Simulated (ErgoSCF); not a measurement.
# UHF/6-311G(d) run of BNH4 (SMILES BN)

Aim: the energy change on altering one bond length of BNH4 at UHF/6-311G*, from 2 runs. 

Program for the calculation: ErgoSCF 3.8.

8 further runs of the same task are left out: 8 set aside as unsound or not needed.

### 1 The system as given

The species is BNH4 (6 atoms), meant as a singlet with charge 0. As SMILES, `BN`. Geometry: relaxed at PBE0-D4/def2-TZVP.

Bond lengths: B1–N2 1.385 Å, B1–H3 1.197 Å, B1–H4 1.197 Å, N2–H5 1.006 Å, N2–H6 1.006 Å. Angles: B1–N2–H5 123.2°, B1–N2–H6 123.2°, N2–B1–H3 119.0°, N2–B1–H4 119.0°, H5–N2–H6 113.5°, H3–B1–H4 122.0°.

### 2 The energy at UHF/6-311G(d)

input.xyz reads:

```xyz
6

B     -0.128200    -0.679600    -0.025600
N      0.146100     0.677400     0.010800
H      0.225800    -1.368000     0.887500
H     -0.712000    -1.128700    -0.969200
H     -0.121600     1.313700    -0.720800
H      0.632000     1.121400     0.771300
```

ergo.in reads:

```
set_nthreads(1)
molecule "input.xyz"
scf.output_mulliken_pop = 1
scf.starting_guess_disturbance = 0.1
tmpdir = "."
scf.force_unrestricted = 1
scf.use_diagonalization = 1
scf.max_number_of_iterations = 150
basis = "6-311Gs"
run "HF"
```

Command:

```
ergo ergo.in
```

Standard output:

```text
[...]
INSC SCF_general constructor, number of basis functions: 48
[...]
INSC Energy   1 =        -35.30984829446
[...]
INDE E_LUMO =          0.15187236025
[...]
INSC Energy  16 =        -81.50715299729  ( diff     -0.000000000003467 )
[...]
RESC CONVERGED after  16 iterations.
RESC FINAL ENERGY:        -81.50715299729
RESC FINAL <S2> =          0.00000000001
[...]
INSC SCF: dipole_moment_x [atomic units] =       0.14624222
INSC SCF: dipole_moment_y [atomic units] =       0.72413726
INSC SCF: dipole_moment_z [atomic units] =       0.01940052
[...]
```

It took 10 s on 1 thread of Intel Xeon Platinum 8259CL at 2.50GHz (Skylake/Cascade Lake), shared host; peak memory 0.27 GiB.

### 3 The distorted shape

mol.xyz reads:

```xyz
6
BH4N
B     -0.186596    -0.724522    -0.119985
N      0.087704     0.632478    -0.083585
H      0.167404    -1.412922     0.793115
H     -0.712000    -1.128700    -0.969200
H     -0.179996     1.268778    -0.815185
H      0.573604     1.076478     0.676915
```

ergo.in reads:

```
set_nthreads(1)
molecule "mol.xyz"
scf.force_unrestricted = 1
scf.max_number_of_iterations = 150
scf.starting_guess_disturbance = 0.1
basis = "6-311Gs"
tmpdir = "."
spin_polarization = 0
scf.use_diagonalization = 1
scf.output_mulliken_pop = 1
run "HF"
```

Command:

```
ergo ergo.in
```

Standard output:

```text
[...]
INSC SCF_general constructor, number of basis functions: 48
[...]
INSC Energy   1 =        -35.36423270622
[...]
INDE E_LUMO =          0.15348986494
[...]
INSC Energy  15 =        -81.49961323917  ( diff     -0.000000000018787 )
[...]
RESC CONVERGED after  15 iterations.
RESC FINAL ENERGY:        -81.49961323917
RESC FINAL <S2> =          0.00000000001
[...]
INSC SCF: dipole_moment_x [atomic units] =       0.10839413
INSC SCF: dipole_moment_y [atomic units] =       0.68951756
INSC SCF: dipole_moment_z [atomic units] =      -0.03981439
[...]
```

Run time: 9.3 s. Hardware: 1 thread of Intel Xeon Platinum 8259CL at 2.50GHz (Skylake/Cascade Lake), shared host; peak memory 0.27 GiB.

### 4 Outcome

At UHF/6-311G*:

| quantity | value |
| --- | --- |
| first shape: total energy | -81.50715 Eh |
| first shape: dipole moment | 1.88 D |
| distorted shape: total energy | -81.49961 Eh |
| distorted shape: dipole moment | 1.78 D |
| energy change with the B1–H4 bond shortened from 1.197 to 1.077 Å | 0.205 eV |

**Reading.** With the B1–H4 bond shortened from 1.197 to 1.077 Å the energy rises by 0.21 eV (19.8 kJ/mol). The first shape isn't relaxed at this level, so the change isn't measured from a minimum. Mulliken charges (distorted shape) run from -0.86 on N2 to +0.36 on H6; they depend strongly on the basis.
